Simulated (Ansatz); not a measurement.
**CH₂B (quartet): wave-function methods side by side, cc-pVDZ**

An exercise on one series of results from a longer session: the logs are not shown, and one member is left open.

Computed with Ansatz 0.2.0, Gaussian basis. Level: cc-pVDZ, core rule «outside noble gas», up to 2 orbitals frozen.

To be run: UHF; CCSD(T) on ROHF; CCSD(T) on UHF; BCCD(T) on ROHF; CISD as a restricted active space (open shells left free, so some higher excitations enter); CCSDT(Q) on ROHF; CCSDT(Q) on UHF; CASSCF and MRCISD+Q, 9 electrons in 10 orbitals; CASSCF and NEVPT2, 9 electrons in 10 orbitals.

13 further runs of the same task are left out: 2 that didn't finish, 11 set aside as unsound or not needed. Runs told in other sessions of the task aren't counted.

**What is computed**

The geometry is a PBE0/def2-TZVP stationary point (not a proven minimum) of the parent state, kept for this charge and spin.

4 atoms, charge 0, spin multiplicity 4.

Atoms are counted from 1 here; the program's logs count them from 0.

Bond lengths: B1–C2 1.350 Å, B1–H3 1.172 Å, C2–H4 1.070 Å. Angles: C2–B1–H3 180.0°, B1–C2–H4 180.0°.

Set-up of the first run:

in.yaml reads:

```yaml
crystal:
  periodic: [false, false, false]
  atoms:
    - {symbol: B, position_ang: [0.000000, 0.000000, 0.649311]}
    - {symbol: C, position_ang: [0.000000, 0.000000, -0.700735]}
    - {symbol: H, position_ang: [0.000000, 0.000000, 1.821771]}
    - {symbol: H, position_ang: [0.000000, 0.000000, -1.770347]}
basis:
  gaussian: {orbitals: cc-pVDZ}
magnetization: {spin_polarized: true, initial_magnetization: 3}
hamiltonian: {xc: hf}
output: {orbitals: {seedname: orbitals}}
```

The run is started by

```console
ansatz run in.yaml --threads 1 --pin off --events-out ev --progress --plain --max-ram 2393MiB
```

Steps of the session up to this table: UHF; CCSD(T) on ROHF; CCSD(T) on UHF; BCCD(T) on ROHF; CISD as a restricted active space (open shells left free, so some higher excitations enter); CCSDT(Q) on ROHF; CCSDT(Q) on UHF; CASSCF and MRCISD+Q, 9 electrons in 10 orbitals; CASSCF and NEVPT2, 9 electrons in 10 orbitals.

One table of the session follows, with a row left open; its other results are not shown here.

| method | from UCCSDT(Q) (meV) |
| --- | --- |
| ROHF | +5085.8 |
| UHF | +4810.1 |
| RMP2 | +976.2 |
| UMP2 | +979.2 |
| CISD | ? |
| RCCSD | +126.5 |
| UCCSD | +121.1 |
| RCCSD(T) | +26.9 |
| UCCSD(T) | +25.0 |
| BCCD(T) | +26.6 |
| RCCSDT | +6.2 |
| UCCSDT | +4.4 |
| RCCSDT(Q) | +1.7 |
| UCCSDT(Q) | 0 |
| CASSCF valence | +3256.5 |
| NEVPT2 valence | +765.1 |
| MRCISD valence | +167.7 |
| MRCISD+Q valence | +11.5 |

Estimate the missing values for CISD.

As computed: from UCCSDT(Q) (meV): +360.9. In the column «from UCCSDT(Q) (meV)» it lies between MRCISD valence (+167.7) and NEVPT2 valence (+765.1).

Limits of these values: Restricted and unrestricted rows rest on different reference determinants; a gap between their highest levels can come from leftover correlation error, from unlike frozen cores or from another state.
